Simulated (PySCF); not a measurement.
## Argon: a sound run and one with changed settings

Sound run: Ar [Ar], Ar⁺ [Ne] 3s2 3p5. Computed with PySCF 2.14 in cc-pVTZ-DK (5s4p2d1f, 34 functions), with the spin-free X2C one-electron Hamiltonian (Gaussian nucleus). The sound run starts from symmetry-adapted Hartree-Fock orbitals and uses a fine grid where one is needed.

Changed run: radial step 0.8 in ln r (0.13 in the sound run). This setting is unsound on purpose.

| species | method | sound run (hartree) | changed run (hartree) | converged |
| --- | --- | --- | --- | --- |
| Ar | UHF | -528.62142 | -528.62142 | yes |
| Ar | PBE | -529.16110 | -529.14574 | yes |
| Ar | BP86 | -529.41721 | -529.41057 | yes |
| Ar⁺ | UHF | -528.08649 | -528.08649 | yes |
| Ar⁺ | PBE | -528.58472 | -528.56113 | yes |
| Ar⁺ | BP86 | -528.83667 | -528.81509 | yes |

Ionisation energy of Ar:

```csv
method,sound run (eV),changed run (eV)
UHF,14.556,14.556
PBE,15.684,15.908
BP86,15.797,16.204
```

A coarse radial grid mis-integrates the density and the exchange-correlation energy, with errors of either sign; Hartree-Fock needs no grid.

For comparison, NIST gives 15.760 eV between the lowest levels.
